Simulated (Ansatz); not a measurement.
# Strontium, fcc: convergence with Methfessel-Paxton smearing

Computed with Ansatz, PBE, scalar-relativistic PAW, on the relaxed cell (a = 6.038 Å; spin not included). Errors count from a run at 420 eV on a Γ-centred 15×15×15 mesh with Fermi-Dirac smearing of 0.1 eV, extrapolated to zero width. Fixed here: cutoff 420 eV, mesh 9×9×9. The SCF starts from atomic densities corrected by a trained network.

```tsv
width (eV)	E(σ→0) error (meV/atom)	F error (meV/atom)	P (GPa)	SCF iterations
0.01	2.6	2.6	-0.13	5
0.03	2.6	2.6	-0.13	5
0.1	3.3	3.5	-0.11	5
0.2	3.8	3.4	-0.05	6
0.6	2.8	6.0	0.01	6
1.0	12.9	9.5	0.02	5
```

What does the run at 0.3 give (width)?

E(σ→0) error (meV/atom): 2.9; F error (meV/atom): 2.6; P (GPa): 0.00; SCF iterations: 6.
